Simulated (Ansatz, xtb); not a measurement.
## Relative energy of two isomers of CH5FNO+

Structure I is `O[NH2+]CF`, a singlet and structure II is `[NH3+]OCF`, a singlet. Both are isolated ions in the gas phase, relaxed with PBE0-D3(BJ)/def2-SVP; the shapes shown needn't be the lowest conformers.

I (Å):

```yaml
atoms:
  - { symbol: C, position_ang: [-1.6352, 0.7468, -1.2332] }
  - { symbol: F, position_ang: [-1.4958, -0.5214, -1.6011] }
  - { symbol: N, position_ang: [-2.6959, 0.7389, -0.1553] }
  - { symbol: O, position_ang: [-2.8745, 2.0378, 0.2482] }
  - { symbol: H, position_ang: [-3.5537, 2.0540, 0.9456] }
  - { symbol: H, position_ang: [-2.3774, 0.1267, 0.6176] }
  - { symbol: H, position_ang: [-3.5615, 0.3258, -0.5475] }
  - { symbol: H, position_ang: [-0.7246, 1.1595, -0.7740] }
  - { symbol: H, position_ang: [-2.0175, 1.3857, -2.0432] }
```

II (Å):

```xyz
9

C    -1.3153    0.6751   -1.0381
F    -1.3786    1.9708   -1.3902
N    -3.2927    1.0280    0.1043
O    -2.0103    0.5208    0.1906
H    -3.2798    1.9785   -0.3134
H    -3.9241    0.4145   -0.4433
H    -3.6458    1.0908    1.0718
H    -0.2911    0.3596   -0.7951
H    -1.7702    0.0555   -1.8314
```

Problem. Estimate which is lower in electronic energy at CCSD(T)/def2-TZVP, and by roughly how much.

Solution. The CCSD(T)/def2-TZVP calculation puts structure II lower, by 0.093 eV.

How the difference moves with the method:

| level | geometry | E(II) − E(I) (eV) | departure from the last row (eV) | job, with rough time for the two |
| --- | --- | --- | --- | --- |
| GFN2-xTB | GFN2-xTB | −0.121 | −0.028 | optimisation, 0.072 s |
| HF/STO-3G | GFN2-xTB | −0.332 | −0.239 | single point, 0.16 s |
| r2SCAN-D4/def2-SVP | GFN2-xTB | −0.152 | −0.059 | single point, 2.1 s |
| PBE0-D3(BJ)/def2-SVP | PBE0-D3(BJ)/def2-SVP | −0.100 | −0.007 | optimisation, 16 s |
| HF/def2-TZVP | PBE0-D3(BJ)/def2-SVP | −0.063 | +0.030 | part of the CCSD(T) run |
| MP2/def2-TZVP | PBE0-D3(BJ)/def2-SVP | −0.081 | +0.012 | part of the CCSD(T) run |
| CCSD(T)/def2-TZVP | PBE0-D3(BJ)/def2-SVP | −0.093 |  | single point, 57 s |

As drawn, II has 1 C–O, 1 N–H in place of 1 C–N, 1 O–H.

None of the levels shown reverses the order. The largest departure from CCSD(T)/def2-TZVP is that of HF/STO-3G, 0.239 eV.

With harmonic frequencies from PBE0-D3(BJ)/def2-SVP (ideal gas, rigid rotor, one conformer each, 400 K, 1 atm): the zero-point term adds +0.004 eV; ΔH is −0.096 and ΔG −0.079 eV.

The correlated steps freeze 4 core orbitals. Mirror images aren't counted in ΔG. Programs: Ansatz 0.2.0, xtb 6.7.1; the last row on 2 threads of Arm Neoverse V2 on a shared host.
